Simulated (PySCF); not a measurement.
# `O=S(=O)(F)F`: ΔSCF against reference XPS values

Measured values to reproduce (core binding energies): O 1s of O1/O3 540.30 eV [1]; F 1s of F4/F5 695.40 eV [1]. Sources and the comparison follow the method.

F2O2S.
Atom-mapped SMILES: `[O:1]=[S:2](=[O:3])([F:4])[F:5]`

Method used: PySCF, delta-SCF UKS SCAN, pcX-2 on the ionised atom, pcseg-1 elsewhere, spin-free X2C. Each binding energy is the total energy of the core-ionised species, with the hole localised on one atom, minus that of the ground state; both are solved self-consistently, so orbital relaxation is included.

```json
{"atom": "O1/O3", "environment": "sulfonyl oxygen", "level": "O 1s", "this calculation (eV)": "540.54", "reference (eV)": "540.30", "difference (eV)": "+0.24", "source": "[1]"}
{"atom": "F4/F5", "environment": "sulfur-bound fluorine", "level": "F 1s", "this calculation (eV)": "695.08", "reference (eV)": "695.40", "difference (eV)": "-0.32", "source": "[1]"}
```

[1] measured, gas; Avanzino, Jolly, Lazarus, Perry, Rietz, Schaaf, An X-ray photoelectron spectroscopic study of some isoelectronic compounds, LBL-3502 (Inorg. Chem. 1975) Note: scanned preprint of 1974, columns matched to compounds by order; energy scale about 0.1-0.2 eV below the 1984 compilation.

Question: How far is it from the measured entries?

Answer: Over the 2 different measured values (2 distinct lines) the mean signed difference is -0.04 eV, the mean unsigned one 0.28 eV and the largest 0.32 eV. The calculation is vertical and has no vibrational structure, and measured positions depend on the energy calibration.

Question: What does the calculation give for the levels without a reference value here?

Answer: S2 S 1s 2487.11 eV.

The first atom of each set that the bonding makes equivalent was ionised and stands for the set. Not every level is listed. Isolated species at its PBE0-D3(BJ)/def2-SVP geometry, gas phase.

Hardware: one thread of an Arm Neoverse V2, shared host. Cost: 8.4 s, 0.45 GiB resident at most.
